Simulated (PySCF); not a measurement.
# SO₂: core binding energies at several levels of theory, part 2 of 3

PySCF 2.14.0. Atoms count from 0. Earlier steps stand in the parts before.

## Step 8: X-ray photoelectron lines: TPSS, X2C

The job: settings as JSON, then the geometry in Å.

```
{"job": {"kind": "xps", "xc": "TPSS"}, "charge": 0, "multiplicity": 1}
O     -1.267101     0.293183     0.016859
S     -0.051980    -0.505505    -0.013450
O      1.231231     0.178878    -0.023285
```

With the program's defaults for keys left out, this is: delta-SCF UKS TPSS, pcX-2 on the ionised atom, pcseg-1 elsewhere, spin-free X2C.

The program printed:

```text
ground state, core basis on atom 0 (O), 77 functions
  cycle   1  E = -549.47635314  |g| = 1.12e+00
  cycle   2  E = -548.21534532  |g| = 2.66e+00
  cycle   3  E = -549.66643478  |g| = 4.95e-01
  cycle   4  E = -549.67227491  |g| = 4.81e-01
  cycle   5  E = -549.71910931  |g| = 2.71e-02
  cycle   6  E = -549.71930316  |g| = 4.14e-03
  cycle   7  E = -549.71930725  |g| = 1.07e-03
  cycle   8  E = -549.71930896  |g| = 1.33e-04
  E(ground) = -549.72000058 Eh
hole in O 1s of atom 0
  cycle   1  E = -529.06603777  |g| = 2.25e+00
  cycle   2  E = -527.28640985  |g| = 2.90e+00
  cycle   3  E = -528.99398327  |g| = 1.41e+00
  cycle   4  E = -529.51792573  |g| = 9.38e-01
  cycle   5  E = -529.88167380  |g| = 1.70e-01
  cycle   6  E = -529.89036869  |g| = 8.81e-02
  cycle   7  E = -529.89338138  |g| = 2.50e-02
  cycle   8  E = -529.89362734  |g| = 7.11e-03
  cycle   9  E = -529.89364908  |g| = 6.83e-04
  cycle  10  E = -529.89365020  |g| = 4.03e-04
  E(ion) = -529.89414628 Eh   <S^2> = 0.7629   hole on atom = 1.000   binding energy = 539.489 eV
ground state, core basis on atom 1 (S), 88 functions
  cycle   1  E = -549.85418564  |g| = 1.87e+00
  cycle   2  E = -549.83672882  |g| = 3.21e-01
  cycle   3  E = -549.49684309  |g| = 1.31e+00
  cycle   4  E = -549.85041322  |g| = 1.81e-01
  cycle   5  E = -549.85629990  |g| = 5.78e-02
  cycle   6  E = -549.85695840  |g| = 1.17e-02
  cycle   7  E = -549.85698632  |g| = 2.10e-03
  cycle   8  E = -549.85698420  |g| = 1.89e-04
  E(ground) = -549.85746446 Eh
hole in S 1s of atom 1
  cycle   1  E = -457.50960161  |g| = 5.16e+00
  cycle   2  E = -456.74669239  |g| = 2.91e+00
  cycle   3  E = -456.11091810  |g| = 2.36e+00
  cycle   4  E = -458.55515456  |g| = 5.33e-01
  cycle   5  E = -458.65409234  |g| = 1.58e-01
  cycle   6  E = -458.66274694  |g| = 3.63e-02
  cycle   7  E = -458.65978084  |g| = 9.17e-02
  cycle   8  E = -458.66317578  |g| = 1.20e-02
  cycle   9  E = -458.66323141  |g| = 2.13e-03
  cycle  10  E = -458.66323262  |g| = 6.30e-05
  E(ion) = -458.66359160 Eh   <S^2> = 0.7516   hole on atom = 1.000   binding energy = 2481.512 eV
hole in S 2p of atom 1
  cycle   1  E = -543.07659320  |g| = 1.53e+00
  cycle   2  E = -542.24597944  |g| = 1.96e+00
  cycle   3  E = -542.97463977  |g| = 1.10e+00
  cycle   4  E = -543.45704360  |g| = 1.14e-01
  cycle   5  E = -543.46053425  |g| = 4.57e-02
  cycle   6  E = -543.45835781  |g| = 8.63e-02
  cycle   7  E = -543.46141537  |g| = 4.34e-03
  cycle   8  E = -543.46142161  |g| = 1.11e-03
  cycle   9  E = -543.46142274  |g| = 1.82e-04
  E(ion) = -543.46184976 Eh   <S^2> = 0.7519   hole on atom = 1.001   binding energy = 174.034 eV
  2p3/2 = 173.725 eV   2p1/2 = 174.959 eV
```

It took 5.5 s on 1 thread of Arm Neoverse N1, shared host; peak memory 0.32 GiB.

Binding energies by hole, beside the orbital energy of the ground state; the difference holds orbital relaxation and, for a density functional, its self-interaction error:

```csv
hole,stands for,environment,ΔSCF (eV; 2p as the shell's mean),−ε (eV),⟨S²⟩,measured (eV)
O1s on O0,"O0, O2",S=O oxygen,539.49,515.7,0.763,–
S1s on S1,S1,sulfur bonded to 2 O,2481.51,2415.7,0.752,2483.70
S2p on S1,S1,sulfur bonded to 2 O,174.14,159.4,0.752,–
```

Measured: gas; Zheng, Zhang, Jin, Southworth, Cheng, Phys. Chem. Chem. Phys. 2022, 24, 13587.

Each hole run stands for the others of its class of like atoms.

With the spin-orbit splitting: S1 2p3/2 173.72, 2p1/2 174.96 eV. The table gives each 2p level as the mean over the whole 2p shell (two parts 2p3/2, one part 2p1/2), which differs a little from the single hole in the log.

## Step 9: Core holes by ΔSCF: HF, X2C

The job: settings as JSON, then the geometry in Å.

```
{"job": {"kind": "xps", "xc": "HF"}, "charge": 0, "multiplicity": 1}
O     -1.267101     0.293183     0.016859
S     -0.051980    -0.505505    -0.013450
O      1.231231     0.178878    -0.023285
```

Level: delta-SCF UKS HF, pcX-2 on the ionised atom, pcseg-1 elsewhere, spin-free X2C.

The program printed:

```text
ground state, core basis on atom 0 (O), 77 functions
  cycle   1  E = -548.12049254  |g| = 7.41e-01
  cycle   2  E = -548.17775230  |g| = 5.63e-01
  cycle   3  E = -548.23659413  |g| = 5.71e-02
  cycle   4  E = -548.23740788  |g| = 1.68e-02
  cycle   5  E = -548.23751775  |g| = 8.64e-03
  cycle   6  E = -548.23753670  |g| = 2.73e-03
  cycle   7  E = -548.23754180  |g| = 6.47e-04
  cycle   8  E = -548.23754212  |g| = 1.27e-04
  E(ground) = -548.23754212 Eh
hole in O 1s of atom 0
  cycle   1  E = -527.59721953  |g| = 2.20e+00
  cycle   2  E = -528.00602455  |g| = 1.34e+00
  cycle   3  E = -528.41544259  |g| = 2.06e-01
  cycle   4  E = -528.42571864  |g| = 1.29e-01
  cycle   5  E = -528.43236851  |g| = 2.23e-02
  cycle   6  E = -528.43312086  |g| = 1.15e-02
  cycle   7  E = -528.43343786  |g| = 7.71e-03
  cycle   8  E = -528.43363966  |g| = 7.82e-03
  cycle   9  E = -528.43343607  |g| = 7.07e-03
  cycle  10  E = -528.43286993  |g| = 3.54e-03
  cycle  11  E = -528.43283442  |g| = 9.40e-04
  cycle  12  E = -528.43283456  |g| = 4.31e-04
  E(ion) = -528.43283456 Eh   <S^2> = 0.7810   hole on atom = 1.000   binding energy = 538.914 eV
ground state, core basis on atom 1 (S), 88 functions
  cycle   1  E = -548.37589424  |g| = 1.27e-01
  cycle   2  E = -548.37688045  |g| = 5.44e-02
  cycle   3  E = -548.37728443  |g| = 2.41e-02
  cycle   4  E = -548.37740102  |g| = 4.59e-03
  cycle   5  E = -548.37740790  |g| = 2.31e-03
  cycle   6  E = -548.37741008  |g| = 8.24e-04
  cycle   7  E = -548.37741046  |g| = 1.87e-04
  E(ground) = -548.37741046 Eh
hole in S 1s of atom 1
  cycle   1  E = -455.91311885  |g| = 5.04e+00
  cycle   2  E = -456.75889066  |g| = 1.29e+00
  cycle   3  E = -456.94211472  |g| = 4.88e-01
  cycle   4  E = -457.02446431  |g| = 1.00e-01
  cycle   5  E = -457.02844874  |g| = 1.31e-02
  cycle   6  E = -457.02872777  |g| = 6.36e-03
  cycle   7  E = -457.02882620  |g| = 3.21e-03
  cycle   8  E = -457.02885639  |g| = 2.35e-03
  cycle   9  E = -457.02888235  |g| = 1.78e-03
  cycle  10  E = -457.02889435  |g| = 1.06e-03
  cycle  11  E = -457.02889984  |g| = 3.78e-04
  E(ion) = -457.02889984 Eh   <S^2> = 0.7604   hole on atom = 1.000   binding energy = 2485.720 eV
hole in S 2p of atom 1
  cycle   1  E = -541.54285320  |g| = 1.49e+00
  cycle   2  E = -541.77652287  |g| = 7.23e-01
  cycle   3  E = -541.89594807  |g| = 2.18e-01
  cycle   4  E = -541.91347524  |g| = 3.23e-02
  cycle   5  E = -541.91415921  |g| = 1.00e-02
  cycle   6  E = -541.91433298  |g| = 4.97e-03
  cycle   7  E = -541.91438963  |g| = 2.02e-03
  cycle   8  E = -541.91439955  |g| = 1.19e-03
  cycle   9  E = -541.91440397  |g| = 8.54e-04
  cycle  10  E = -541.91440564  |g| = 5.93e-04
  cycle  11  E = -541.91440688  |g| = 3.83e-04
  E(ion) = -541.91440688 Eh   <S^2> = 0.7619   hole on atom = 1.002   binding energy = 175.867 eV
  2p3/2 = 175.505 eV   2p1/2 = 176.694 eV
```

Wall time 3.8 s (1 thread of Arm Neoverse N1, shared host); peak memory 0.32 GiB.

The holes in one table. −ε is the ground-state orbital energy:

```
     hole  stands for           environment  ΔSCF (eV; 2p as the shell's mean)  −ε (eV)   ⟨S²⟩  measured (eV)
O1s on O0      O0, O2            S=O oxygen                             538.91    561.7  0.781              –
S1s on S1          S1  sulfur bonded to 2 O                            2485.72   2516.1  0.760        2483.70
S2p on S1          S1  sulfur bonded to 2 O                             175.90    186.0  0.762              –
```

Measured: gas; Zheng, Zhang, Jin, Southworth, Cheng, Phys. Chem. Chem. Phys. 2022, 24, 13587.

Each hole run stands for the others of its class of like atoms.

With the spin-orbit splitting: S1 2p3/2 175.51, 2p1/2 176.69 eV. The table gives each 2p level as the mean over the whole 2p shell (two parts 2p3/2, one part 2p1/2), which differs a little from the single hole in the log.

## Step 10: X-ray photoelectron lines: CAM-B3LYP, X2C

The job: settings as JSON, then the geometry in Å.

```
{"job": {"kind": "xps", "xc": "CAM-B3LYP"}, "charge": 0, "multiplicity": 1}
O     -1.267101     0.293183     0.016859
S     -0.051980    -0.505505    -0.013450
O      1.231231     0.178878    -0.023285
```

Method: delta-SCF UKS CAM-B3LYP, pcX-2 on the ionised atom, pcseg-1 elsewhere, spin-free X2C.

The program printed:

```text
ground state, core basis on atom 0 (O), 77 functions
  cycle   1  E = -549.45058687  |g| = 9.71e-01
  cycle   2  E = -549.19597893  |g| = 1.54e+00
  cycle   3  E = -549.63327367  |g| = 9.28e-02
  cycle   4  E = -549.63300780  |g| = 1.03e-01
  cycle   5  E = -549.63492907  |g| = 1.20e-02
  cycle   6  E = -549.63495746  |g| = 1.76e-03
  cycle   7  E = -549.63495916  |g| = 3.71e-04
  E(ground) = -549.63521441 Eh
hole in O 1s of atom 0
  cycle   1  E = -528.98469279  |g| = 2.24e+00
  cycle   2  E = -528.50827885  |g| = 2.24e+00
  cycle   3  E = -529.61640678  |g| = 7.20e-01
  cycle   4  E = -529.70818053  |g| = 5.13e-01
  cycle   5  E = -529.80902031  |g| = 5.23e-02
  cycle   6  E = -529.81005045  |g| = 9.01e-03
  cycle   7  E = -529.81011427  |g| = 2.99e-03
  cycle   8  E = -529.81013337  |g| = 1.39e-03
  cycle   9  E = -529.81014221  |g| = 9.97e-04
  cycle  10  E = -529.81015040  |g| = 5.18e-04
  cycle  11  E = -529.81015296  |g| = 1.58e-04
  E(ion) = -529.81026584 Eh   <S^2> = 0.7645   hole on atom = 1.000   binding energy = 539.464 eV
ground state, core basis on atom 1 (S), 88 functions
  cycle   1  E = -549.77553103  |g| = 2.61e-01
  cycle   2  E = -549.77508059  |g| = 1.18e-01
  cycle   3  E = -549.77493223  |g| = 1.10e-01
  cycle   4  E = -549.77700266  |g| = 2.56e-02
  cycle   5  E = -549.77710478  |g| = 9.72e-03
  cycle   6  E = -549.77712052  |g| = 4.52e-04
  E(ground) = -549.77737894 Eh
hole in S 1s of atom 1
  cycle   1  E = -457.41435588  |g| = 5.14e+00
  cycle   2  E = -457.63471495  |g| = 2.27e+00
  cycle   3  E = -457.82390942  |g| = 1.40e+00
  cycle   4  E = -458.53020022  |g| = 2.84e-01
  cycle   5  E = -458.55869549  |g| = 3.37e-02
  cycle   6  E = -458.55911152  |g| = 6.09e-03
  cycle   7  E = -458.55913305  |g| = 2.90e-03
  cycle   8  E = -458.55913188  |g| = 3.97e-03
  cycle   9  E = -458.55913933  |g| = 3.99e-04
  E(ion) = -458.55933463 Eh   <S^2> = 0.7519   hole on atom = 1.000   binding energy = 2482.169 eV
hole in S 2p of atom 1
  cycle   1  E = -542.96020724  |g| = 1.52e+00
  cycle   2  E = -542.83540941  |g| = 1.36e+00
  cycle   3  E = -543.22754909  |g| = 5.56e-01
  cycle   4  E = -543.33930664  |g| = 5.63e-02
  cycle   5  E = -543.34037737  |g| = 1.14e-02
  cycle   6  E = -543.34044045  |g| = 1.96e-03
  cycle   7  E = -543.34044482  |g| = 1.70e-03
  cycle   8  E = -543.34044549  |g| = 1.34e-03
  cycle   9  E = -543.34044621  |g| = 1.65e-04
  E(ion) = -543.34069110 Eh   <S^2> = 0.7525   hole on atom = 1.001   binding energy = 175.151 eV
  2p3/2 = 174.837 eV   2p1/2 = 176.067 eV
```

Wall time 7.1 s (1 thread of Arm Neoverse N1, shared host); peak memory 0.34 GiB.

Binding energies by hole, beside the orbital energy of the ground state; the difference holds orbital relaxation and, for a density functional, its self-interaction error:

```csv
hole,stands for,environment,ΔSCF (eV; 2p as the shell's mean),−ε (eV),⟨S²⟩,measured (eV)
O1s on O0,"O0, O2",S=O oxygen,539.46,524.4,0.765,–
S1s on S1,S1,sulfur bonded to 2 O,2482.17,2432.0,0.752,2483.70
S2p on S1,S1,sulfur bonded to 2 O,175.25,166.9,0.752,–
```

Measured: gas; Zheng, Zhang, Jin, Southworth, Cheng, Phys. Chem. Chem. Phys. 2022, 24, 13587.

Each hole run stands for the others of its class of like atoms.

With the spin-orbit splitting: S1 2p3/2 174.84, 2p1/2 176.07 eV. The table gives each 2p level as the mean over the whole 2p shell (two parts 2p3/2, one part 2p1/2), which differs a little from the single hole in the log.

## Step 11: X-ray photoelectron lines: SCAN, X2C

The job: settings as JSON, then the geometry in Å.

```
{"job": {"kind": "xps", "basis": "pcX-1"}, "charge": 0, "multiplicity": 1}
O     -1.267101     0.293183     0.016859
S     -0.051980    -0.505505    -0.013450
O      1.231231     0.178878    -0.023285
```

Method: delta-SCF UKS SCAN, pcX-1 on the ionised atom, pcseg-1 elsewhere, spin-free X2C.

The program printed:

```text
ground state, core basis on atom 0 (O), 56 functions
  cycle   1  E = -549.37508542  |g| = 1.04e+00
  cycle   2  E = -548.40263330  |g| = 2.40e+00
  cycle   3  E = -549.52757221  |g| = 5.12e-01
  cycle   4  E = -549.56393068  |g| = 3.12e-01
  cycle   5  E = -549.58369156  |g| = 2.05e-02
  cycle   6  E = -549.58380304  |g| = 5.42e-03
  cycle   7  E = -549.58380985  |g| = 1.34e-03
  cycle   8  E = -549.58380772  |g| = 2.03e-04
  E(ground) = -549.60543250 Eh
hole in O 1s of atom 0
  cycle   1  E = -528.93058686  |g| = 2.22e+00
  cycle   2  E = -527.47338762  |g| = 2.67e+00
  cycle   3  E = -528.91333142  |g| = 1.36e+00
  cycle   4  E = -529.49812184  |g| = 7.73e-01
  cycle   5  E = -529.73752224  |g| = 1.62e-01
  cycle   6  E = -529.74599152  |g| = 7.21e-02
  cycle   7  E = -529.74805660  |g| = 1.59e-02
  cycle   8  E = -529.74816622  |g| = 2.70e-03
  cycle   9  E = -529.74817411  |g| = 8.86e-04
  cycle  10  E = -529.74817495  |g| = 4.10e-04
  E(ion) = -529.77179615 Eh   <S^2> = 0.7711   hole on atom = 1.000   binding energy = 539.701 eV
ground state, core basis on atom 1 (S), 68 functions
  cycle   1  E = -549.73144525  |g| = 2.70e-01
  cycle   2  E = -549.72763088  |g| = 1.45e-01
  cycle   3  E = -549.70285125  |g| = 3.71e-01
  cycle   4  E = -549.73128794  |g| = 5.93e-02
  cycle   5  E = -549.73200928  |g| = 8.07e-03
  cycle   6  E = -549.73201873  |g| = 1.01e-03
  cycle   7  E = -549.73201671  |g| = 3.06e-04
  E(ground) = -549.73745283 Eh
hole in S 1s of atom 1
  cycle   1  E = -457.31079649  |g| = 5.07e+00
  cycle   2  E = -457.10558657  |g| = 2.49e+00
  cycle   3  E = -456.58604327  |g| = 2.03e+00
  cycle   4  E = -458.39937597  |g| = 4.02e-01
  cycle   5  E = -458.45655497  |g| = 1.02e-01
  cycle   6  E = -458.45977136  |g| = 4.13e-02
  cycle   7  E = -458.45517743  |g| = 1.13e-01
  cycle   8  E = -458.46045507  |g| = 2.62e-03
  cycle   9  E = -458.46045698  |g| = 9.97e-04
  cycle  10  E = -458.46045784  |g| = 1.47e-04
  E(ion) = -458.45942009 Eh   <S^2> = 0.7518   hole on atom = 1.000   binding energy = 2483.802 eV
hole in S 2p of atom 1
  cycle   1  E = -542.87930911  |g| = 1.50e+00
  cycle   2  E = -542.42192084  |g| = 1.62e+00
  cycle   3  E = -542.89525912  |g| = 9.44e-01
  cycle   4  E = -543.25987600  |g| = 8.95e-02
  cycle   5  E = -543.25974850  |g| = 7.86e-02
  cycle   6  E = -543.25343827  |g| = 1.46e-01
  cycle   7  E = -543.26232415  |g| = 5.11e-03
  cycle   8  E = -543.26233627  |g| = 1.33e-03
  cycle   9  E = -543.26233757  |g| = 6.46e-04
  cycle  10  E = -543.26233843  |g| = 1.08e-04
  E(ion) = -543.27719573 Eh   <S^2> = 0.7535   hole on atom = 1.001   binding energy = 175.793 eV
  2p3/2 = 175.550 eV   2p1/2 = 176.788 eV
```

It took 3.5 s on 1 thread of Arm Neoverse N1, shared host; peak memory 0.34 GiB.

The holes in one table. −ε is the ground-state orbital energy:

```csv
hole,stands for,environment,ΔSCF (eV; 2p as the shell's mean),−ε (eV),⟨S²⟩,measured (eV)
O1s on O0,"O0, O2",S=O oxygen,539.70,517.9,0.771,–
S1s on S1,S1,sulfur bonded to 2 O,2483.80,2419.9,0.752,2483.70
S2p on S1,S1,sulfur bonded to 2 O,175.96,162.8,0.753,–
```

Measured: gas; Zheng, Zhang, Jin, Southworth, Cheng, Phys. Chem. Chem. Phys. 2022, 24, 13587.

Each hole run stands for the others of its class of like atoms.

With the spin-orbit splitting: S1 2p3/2 175.55, 2p1/2 176.79 eV. The table gives each 2p level as the mean over the whole 2p shell (two parts 2p3/2, one part 2p1/2), which differs a little from the single hole in the log.

## Step 12: Core-electron binding energies: SCAN, X2C

The job: settings as JSON, then the geometry in Å.

```
{"job": {"kind": "xps", "basis": "cc-pCVTZ"}, "charge": 0, "multiplicity": 1}
O     -1.267101     0.293183     0.016859
S     -0.051980    -0.505505    -0.013450
O      1.231231     0.178878    -0.023285
```

Method: delta-SCF UKS SCAN, cc-pCVTZ on the ionised atom, pcseg-1 elsewhere, spin-free X2C.

The program printed:

```text
ground state, core basis on atom 0 (O), 75 functions
  cycle   1  E = -549.41800806  |g| = 1.05e+00
  cycle   2  E = -548.36529767  |g| = 2.48e+00
  cycle   3  E = -549.55222263  |g| = 6.16e-01
  cycle   4  E = -549.61556033  |g| = 2.93e-01
  cycle   5  E = -549.63293675  |g| = 2.04e-02
  cycle   6  E = -549.63303917  |g| = 6.72e-03
  cycle   7  E = -549.63304868  |g| = 1.73e-03
  cycle   8  E = -549.63305041  |g| = 2.62e-04
  E(ground) = -549.65403804 Eh
hole in O 1s of atom 0
  cycle   1  E = -528.97291238  |g| = 2.23e+00
  cycle   2  E = -527.51995645  |g| = 2.68e+00
  cycle   3  E = -528.97312072  |g| = 1.35e+00
  cycle   4  E = -529.52698679  |g| = 8.02e-01
  cycle   5  E = -529.78613431  |g| = 1.66e-01
  cycle   6  E = -529.79495137  |g| = 7.45e-02
  cycle   7  E = -529.79712850  |g| = 1.70e-02
  cycle   8  E = -529.79725489  |g| = 2.96e-03
  cycle   9  E = -529.79726291  |g| = 1.15e-03
  cycle  10  E = -529.79726486  |g| = 4.68e-04
  E(ion) = -529.81950580 Eh   <S^2> = 0.7729   hole on atom = 1.000   binding energy = 539.725 eV
ground state, core basis on atom 1 (S), 87 functions
  cycle   1  E = -549.68848454  |g| = 1.86e-01
  cycle   2  E = -549.66081692  |g| = 3.94e-01
  cycle   3  E = -549.68719704  |g| = 1.56e-01
  cycle   4  E = -549.69129546  |g| = 6.85e-02
  cycle   5  E = -549.69223731  |g| = 6.94e-03
  cycle   6  E = -549.69224828  |g| = 1.24e-03
  cycle   7  E = -549.69224838  |g| = 2.68e-04
  E(ground) = -549.69910692 Eh
hole in S 1s of atom 1
  cycle   1  E = -457.32478426  |g| = 4.81e+00
  cycle   2  E = -456.74652026  |g| = 2.73e+00
  cycle   3  E = -456.29381980  |g| = 2.18e+00
  cycle   4  E = -458.41253625  |g| = 3.99e-01
  cycle   5  E = -458.46638073  |g| = 1.22e-01
  cycle   6  E = -458.46844169  |g| = 8.98e-02
  cycle   7  E = -458.46821960  |g| = 9.24e-02
  cycle   8  E = -458.47174758  |g| = 4.80e-03
  cycle   9  E = -458.47175791  |g| = 1.17e-03
  cycle  10  E = -458.47175640  |g| = 1.75e-04
  E(ion) = -458.47240156 Eh   <S^2> = 0.7521   hole on atom = 1.000   binding energy = 2482.405 eV
hole in S 2p of atom 1
  cycle   1  E = -542.85304188  |g| = 1.54e+00
  cycle   2  E = -542.14821051  |g| = 1.86e+00
  cycle   3  E = -542.78599956  |g| = 1.06e+00
  cycle   4  E = -543.23878438  |g| = 1.27e-01
  cycle   5  E = -543.24257633  |g| = 5.98e-02
  cycle   6  E = -543.23448309  |g| = 1.52e-01
  cycle   7  E = -543.24407232  |g| = 7.38e-03
  cycle   8  E = -543.24409788  |g| = 1.97e-03
  cycle   9  E = -543.24410121  |g| = 8.93e-04
  cycle  10  E = -543.24410168  |g| = 1.62e-04
  E(ion) = -543.26037907 Eh   <S^2> = 0.7542   hole on atom = 1.001   binding energy = 175.207 eV
  2p3/2 = 174.944 eV   2p1/2 = 176.169 eV
```

Wall time 5.8 s (1 thread of Arm Neoverse N1, shared host); peak memory 0.34 GiB.

Binding energies by hole, beside the orbital energy of the ground state; the difference holds orbital relaxation and, for a density functional, its self-interaction error:

```
     hole  stands for           environment  ΔSCF (eV; 2p as the shell's mean)  −ε (eV)   ⟨S²⟩  measured (eV)
O1s on O0      O0, O2            S=O oxygen                             539.73    518.1  0.773              –
S1s on S1          S1  sulfur bonded to 2 O                            2482.41   2418.4  0.752        2483.70
S2p on S1          S1  sulfur bonded to 2 O                             175.35    162.4  0.754              –
```

Measured: gas; Zheng, Zhang, Jin, Southworth, Cheng, Phys. Chem. Chem. Phys. 2022, 24, 13587.

Each hole run stands for the others of its class of like atoms.

With the spin-orbit splitting: S1 2p3/2 174.94, 2p1/2 176.17 eV. The table gives each 2p level as the mean over the whole 2p shell (two parts 2p3/2, one part 2p1/2), which differs a little from the single hole in the log.

(Continued in part 3 of 3.)
